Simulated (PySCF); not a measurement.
**Cl: electron affinity**

Cl⁻ [Ar] (1S) → Cl [Ne] 3s2 3p5 (2P), as a difference of total energies. Computed with PySCF 2.14 in aug-cc-pV(D+d)Z (5s4p3d, 32 functions), with the non-relativistic Hamiltonian (point nucleus). Correlated levels: valence: [Ne] frozen. The calculations carry no spin-orbit coupling.

| method | electron affinity (eV) | plus first-order spin-orbit estimate | error of that sum (eV) |
| --- | --- | --- | --- |
| UHF | 2.465 | 2.430 | -1.183 |
| MP2 (valence) | 3.558 | 3.523 | -0.090 |
| SCS-MP2 (valence) | 3.461 | 3.426 | -0.187 |
| CCSD (valence) | 3.368 | 3.333 | -0.280 |
| CCSD(T) (valence) | 3.421 | 3.386 | -0.227 |
| CCSDT (valence) | 3.419 | 3.385 | -0.228 |

Reference: 3.613 eV (measured; photodetachment measurements, as compiled on the Wikipedia data page of electron affinities).

A first-order spin-orbit estimate (lowest level to lowest level, LS coupling) adds -0.035 eV.

Errors of the correlated levels include the incompleteness of this basis and the frozen core.
